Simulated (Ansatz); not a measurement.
One element changed: vertical ionisation energies of SiS, SiSe

Ansatz 0.2.0, basis cc-pVDZ; geometries are PBE0/def2-TZVP minima. Wave-function levels freeze the cores with the filled d shells of p-block atoms; HF, MP2 and coupled cluster are restricted for singlets and unrestricted otherwise, restricted open-shell where a d shell is frozen. NEVPT2 and MRCISD+Q stand on CASSCF in the full valence space. The reference is CCSDT(Q) (coupled cluster only where its series has nearly closed). An error is the level's value less the reference. None of these values is a measured one. Energies are electronic, without zero-point terms. No spin–orbit coupling and no scalar relativity. The set is small: such energies can lie up to about 0.3 eV from the limit, spin gaps mostly less, so near ties and functionals' places can change in larger sets. The species are chosen: bound, without strong static correlation by their natural occupations or amplitudes, in their lowest spin state as far as vertical gaps and like structures tell, with only the lowest ion state computed, and with a ladder that closes on the reference, so errors are smaller than for species at large; levels whose determinant breaks symmetry or spin markedly are left out.

| species | bonds (Å) | quantity | symmetry of the states | reference | value (eV) | error CCSD | error CCSD(T) | error CCSDT | error NEVPT2 | error MRCISD+Q |
| --- | --- | --- | --- | --- | --- | --- | --- | --- | --- | --- |
| SiS, singlet | Si–S 1.930 | vertical ionisation to the doublet | Σ⁺ / Σ⁺ | CCSDT(Q) | 10.136 | 0.068 | 0.024 | 0.007 | -0.222 | -0.003 |
| SiSe, singlet | Si–Se 2.062 | vertical ionisation to the doublet | Σ⁺ / Σ⁺ | CCSDT(Q) | 9.812 | 0.058 | 0.005 | -0.005 | -0.202 | -0.011 |

The reference falls from S to Se, by 0.324 eV in all.
